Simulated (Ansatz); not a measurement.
Species: CH$_{3}$O, SMILES `C[O]` (charge 0, multiplicity 2).

### Question
Give a relaxed geometry from PBE-D3(BJ)/def2-SVP in Ansatz (a quantum-chemistry and plane-wave program).

### Answer
the end point of this relaxation (outside a Z-matrix the atoms follow the SMILES, hydrogens last).
Z-matrix (Å, degrees):
```
C
O 1 1.3442
H 1 1.1247 2 115.46
H 1 1.1247 3 110.67 2 -133.54
H 1 1.1327 3 103.92 4 -111.04
```
